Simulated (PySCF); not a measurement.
For zinc-blende AlP, PBE in PySCF (GTH pseudopotentials, Gaussian basis) gives:

- equilibrium lattice constant a = 5.509 Å
- bulk modulus = 81.5 GPa
- cohesive energy = 4.04 eV/atom

What does MP2 (GTH pseudopotentials, Gaussian basis; PySCF) give for the same quantities?


- lattice constant a: 5.414 Å (decreases by 1.7 %)
- bulk modulus: 96.4 GPa (goes up by 18 %)
- cohesive energy: 4.60 eV/atom (rises by 0.56 eV/atom)

For comparison: lattice constant a 5.451 Å (measured, static lattice: zero-point anharmonic expansion removed; as tabulated in Mejia-Rodriguez and Trickey (2018), arXiv:1807.09216); cohesive energy 4.32 eV/atom (measured, static lattice: zero-point vibration energy added, sources range from 4.20 to 4.32; as tabulated in Mejia-Rodriguez and Trickey (2018), arXiv:1807.09216).

Changes are worked out from the printed values.

Unless a cell is named, each level is at its own relaxed cell (PBE 20.90, MP2 19.83 Å³/atom).
